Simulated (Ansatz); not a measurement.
Geometry optimisation, Ansatz, RKS PBE/cc-pVDZ.

The input (input.yaml):

```yaml
crystal:
  periodic: [false, false, false]
  atoms:
    - { symbol: Si, position_ang: [-0.065104, -0.108815, -1.066256] }
    - { symbol: H, position_ang: [0.922892, 0.290688, 1.372348] }
    - { symbol: H, position_ang: [1.538037, 0.087925, 1.047427] }
    - { symbol: H, position_ang: [-1.055784, 0.601037, -0.059082] }
    - { symbol: O, position_ang: [-0.521783, -1.717533, -0.73478] }
    - { symbol: C, position_ang: [-1.434116, -2.176018, 0.262567] }
    - { symbol: H, position_ang: [-0.861553, -2.543924, 1.148784] }
    - { symbol: H, position_ang: [-2.125931, -1.362421, 0.595308] }
    - { symbol: H, position_ang: [-2.022858, -3.02714, -0.151716] }
basis:
  gaussian: { orbitals: cc-pVDZ }
hamiltonian:
  xc: pbe
relax:
  f_tol: 0.03
  max_steps: 50
```

Launched with:

```bash
$ ansatz run input.yaml --threads 1 --pin off --max-ram 2048MiB --backend cpu --events-out ev --progress --plain --runs-dir out
```

Task: Where does it end, and by what steps?

Result: It converged. The force dipped under the threshold on the way, but the program's further checks kept it going. After 11 steps the energy has fallen by 0.060 eV; H7 moved furthest, 0.26 Å.

```json
{"step": "0", "energy less start (eV)": "0.0000", "largest force component (eV/Å)": "1.616", "accepted": "yes"}
{"step": "1", "energy less start (eV)": "-0.0507", "largest force component (eV/Å)": "0.064", "accepted": "yes"}
{"step": "2", "energy less start (eV)": "-0.0556", "largest force component (eV/Å)": "0.041", "accepted": "yes"}
{"step": "3", "energy less start (eV)": "-0.0559", "largest force component (eV/Å)": "0.170", "accepted": "yes"}
{"step": "4", "energy less start (eV)": "-0.0564", "largest force component (eV/Å)": "0.123", "accepted": "yes"}
{"step": "5", "energy less start (eV)": "-0.0580", "largest force component (eV/Å)": "0.032", "accepted": "yes"}
{"step": "6", "energy less start (eV)": "-0.0579", "largest force component (eV/Å)": "0.054", "accepted": "no"}
{"step": "7", "energy less start (eV)": "-0.0585", "largest force component (eV/Å)": "0.009", "accepted": "yes"}
{"step": "8", "energy less start (eV)": "-0.0592", "largest force component (eV/Å)": "0.045", "accepted": "yes"}
{"step": "9", "energy less start (eV)": "-0.0594", "largest force component (eV/Å)": "0.051", "accepted": "yes"}
{"step": "10", "energy less start (eV)": "-0.0596", "largest force component (eV/Å)": "0.031", "accepted": "yes"}
{"step": "11", "energy less start (eV)": "-0.0597", "largest force component (eV/Å)": "0.017", "accepted": "yes"}
```

```xyz
9
Properties=species:S:1:pos:R:3
Si 0.029 -0.158 -0.964
H 0.924 0.417 1.375
H 1.496 0.232 0.879
H -1.036 0.574 -0.056
O -0.441 -1.759 -0.625
C -1.451 -2.213 0.273
H -0.977 -2.775 1.107
H -2.041 -1.367 0.693
H -2.132 -2.906 -0.266
```

Run time: 19 s on 1 thread of AMD EPYC 7R43 64-Core Processor (Zen 3) (shared host), peak memory 0.13 GiB.
